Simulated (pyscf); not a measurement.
F–Si(F)(F)–Si(F)(F)–F + F–CH₂–F → F–CH₂–Si(F)(F)–F + F–Si(F)(F)–F (four-centre exchange; singlet surface; Si–Si, C–F broken, C–Si, F–Si formed). Single points on ωB97X-D3(BJ)/def2-SVP structures (PySCF, gas phase). Energies in kcal/mol from the separated reactants.

| level | barrier | reaction energy |
|---|---|---|
| PBE/def2-TZVP | (withheld) | -42.5 |
| r²SCAN/def2-TZVP | (withheld) | (withheld) |
| B3LYP-D3(BJ)/def2-TZVP | 61.6 | -46.4 |
| PBE0-D3(BJ)/def2-TZVP | 62.8 | -44.9 |
| ωB97M-D3(BJ)/def2-TZVP | 62.7 | -49.4 |
| HF/def2-TZVP | 86.3 | -50.6 |

Question: What belongs in the gaps?

Answer: 
- PBE/def2-TZVP, barrier: 57.2
- r²SCAN/def2-TZVP, barrier: 55.9
- r²SCAN/def2-TZVP, reaction energy: -48.1

The functionals in the table span 6.9 kcal/mol in this barrier, from r²SCAN to PBE0-D3(BJ). On the reactant side the descent ends in a complex (not fully relaxed), 4.2 kcal/mol under the separated species and 69.7 kcal/mol under the saddle at ωB97X-D3(BJ)/def2-TZVP. At ωB97X-D3(BJ) the barrier from the zero used here is 65.5 kcal/mol. From the product side, •H₂C–F + F–Si•(F)–F + F–Si(F)(F)–F lies, by one bond made or cut, 16.7 kcal/mol under this saddle at ωB97M-D3(BJ). This is the saddle that the search found; another between the same sides may lie lower.
